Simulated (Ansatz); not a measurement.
2H MoTe2, treated with r²SCAN+SOC (Ansatz, a program for electronic structure, plane waves, PAW).

Settings: plane-wave cutoff 560 eV, 12×12×4 k mesh (along the axes of the cell as run), Fermi–Dirac smearing 0.01 eV, PAW data made under PBE.

Cell (relaxed at this level):

```xyz
6
Lattice="1.7824 -3.0872 0.0000 1.7824 3.0872 0.0000 0.0000 0.0000 14.7133" Properties=species:S:1:pos:R:3 pbc="T T T"
Te     1.7824     1.0291    12.8247
Te     1.7824    -1.0291     5.4681
Te     1.7824    -1.0291     1.8885
Te     1.7824     1.0291     9.2452
Mo     1.7824     1.0291     3.6783
Mo     1.7824    -1.0291    11.0350
```

### Question
Give the computed bulk modulus, band gap and Γ–Γ gap.

### Answer

- bulk modulus: 17.5 GPa
- band gap: 0.97 eV (direct)
- Γ–Γ gap: 2.70 eV

Measured, for comparison: band gap 1.06 ± 0.01 eV (4 K, zero-point motion not removed, indirect, absorption from ellipsometry, single crystal; as tabulated in Gulo et al. (2023), doi:10.1103/physrevmaterials.7.044001). The measured gap is indirect, the run's direct.

Note: for a layered or molecular solid the relaxed cell lies over 5 % above the published volume, where the minimum can be shallow; the cell comes from a level without a dispersion term, which matters for the spacing of layers, chains or molecules; the bulk modulus comes from volumes at which shape and atoms were relaxed.

The computed numbers hold no vibrational or temperature effects.

Computing time: about 4 core-hours (a rough figure).
